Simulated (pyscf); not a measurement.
Structures and frequencies: ωB97X-D3(BJ)/def2-SVP in PySCF.

SMILES: O[CH2][InH][OH]
```xyz
9

O     -0.0151    -0.1021    -1.1106
C     -0.0494    -0.8206     0.1162
In    -0.5165     0.5527     1.7396
O     -0.6587     2.3733     0.9063
H     -0.9190     0.1410    -1.3381
H      0.9620    -1.2241     0.2814
H     -0.7250    -1.6952     0.0751
H     -0.8071     0.5296     3.4263
H     -0.3580     2.3305    -0.0108
```
Charge 0, spin multiplicity 1.

Task: How much does it cost (ΔH, 298 K, ωB97M-D3(BJ)/def2-TZVP) to split HO–CH₂–InH–OH at its C–In bond into •H₂C–OH + [HO–InH]•?

Result: C–In to •H₂C–OH + [HO–InH]•: 2.13 eV. The 7 functionals that were run give +1.91 (r²SCAN) to +2.30 eV (ωB97X-D3(BJ)). The radicals are drawn with the spin at the cut bond; how far it spreads was not checked. HO–CH₂–InH–OH lies 1.53 eV over its isomer H₃C–In(OH)–OH, and others may lie lower still (electronic energy, ωB97M-D3(BJ)). Other isomers of •H₂C–OH, [HO–InH]• were not searched in full and may lie lower. Elements past Kr carry the def2 core potentials, without spin-orbit coupling.
